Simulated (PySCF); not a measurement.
## Carbon: a sound run and one with changed settings

Sound run: C [He] 2s2 2p2, C⁺ [He] 2s2 2p1. Computed with PySCF 2.14 in 6-31G*, with no relativity, point nucleus. In the sound run the correlated levels freeze 1s2. The sound run starts from symmetry-adapted Hartree-Fock orbitals and uses a fine grid where one is needed.

A second run was set up differently.

```
species   method  sound run (hartree)  changed run (hartree)  converged
      C      UHF            -37.68058              -37.68058        yes
      C      LDA            -37.45018              -37.45018        yes
      C    B3LYP            -37.84469              -37.84469        yes
      C      MP2            -37.73144              -37.72799        yes
      C  CCSD(T)            -37.75128              -37.75128        yes
     C⁺      UHF            -37.28672              -37.28672        yes
     C⁺      LDA            -37.02709              -37.02709        yes
     C⁺    B3LYP            -37.42567              -37.42567        yes
     C⁺      MP2            -37.32942              -37.32606        yes
     C⁺  CCSD(T)            -37.35440              -37.35440        yes
```

Ionisation energy of C:

```json
{"method": "UHF", "sound run (eV)": "10.718", "changed run (eV)": "10.718"}
{"method": "LDA", "sound run (eV)": "11.513", "changed run (eV)": "11.513"}
{"method": "B3LYP", "sound run (eV)": "11.402", "changed run (eV)": "11.402"}
{"method": "MP2", "sound run (eV)": "10.940", "changed run (eV)": "10.937"}
{"method": "SCS-MP2", "sound run (eV)": "10.830", "changed run (eV)": "10.836"}
{"method": "CCSD", "sound run (eV)": "10.794", "changed run (eV)": "10.794"}
{"method": "CCSD(T)", "sound run (eV)": "10.799", "changed run (eV)": "10.799"}
```

(1) What was changed?
A. level shift left on
B. radial grid too coarse
C. angular grid far too coarse
D. basis contracted for another Hamiltonian

Answers

(1) A. It used initial guess atom, at most 50 SCF cycles, level shift 0.1 hartree. A level shift leaves the converged SCF energy unchanged but raises the virtual orbital energies, which shrinks MP2 if it is not removed.
